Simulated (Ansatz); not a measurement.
# A correction line for RPA@PBE/cc-pVTZ: atomisation enthalpy at 298 K

The atomisation enthalpy at 298 K in kJ/mol of 6 O-containing molecules: x at RPA@PBE/cc-pVTZ, y from tabulated heats of molecules and atoms (Active Thermochemical Tables, NIST-JANAF tables). Shapes, held fixed at every level: PBE0-D4/def2-TZVP. Computed values hold a harmonic thermal term (PBE0-D4/def2-TZVP) and the atoms' spin-orbit lowering. Programs: Ansatz 0.2.0.

```
                       molecule  x (kJ/mol)  y (kJ/mol)
       NClO (nitrosyl chloride)         695         790
            N2O (nitrous oxide)        1008        1112
SiO2 (silicon dioxide molecule)        1075           ?
        BOF (fluoro(oxo)borane)        1326        1501
           CO2 (carbon dioxide)        1454        1609
             HOCN (cyanic acid)        1519        1671
```

Task: Fit y = c + s·x to the known rows and predict y for SiO2.

Result: 
1. Means of the 5 rows: x = 1200.40, y = 1336.6.
2. Σ(Δx)² = 474041, Σ(Δx·Δy) = 515734, so the slope is 515734/474041 = 1.088.
3. Intercept: 1336.6 − (1.088) × 1200.40 = 30.6. The largest residual of the fit is 28.
4. SiO2: 30.6 + 1.088 × 1075 = 1200 kJ/mol.

The tabulated heats give 1254 kJ/mol, so the prediction is off by -54 kJ/mol, more than the largest residual. Uncorrected, RPA@PBE/cc-pVTZ misses it by -179 kJ/mol, and the other rows by 136 on average. With references in doubt, neither the misses nor the line can be laid on the level alone. Left out in turn, the other rows are missed by 19 kJ/mol on average, so the withheld one doesn't follow the line. The tabulated values of SiO2, BOF are in doubt (older tables, estimates, or at odds with other calculations) and kept here.
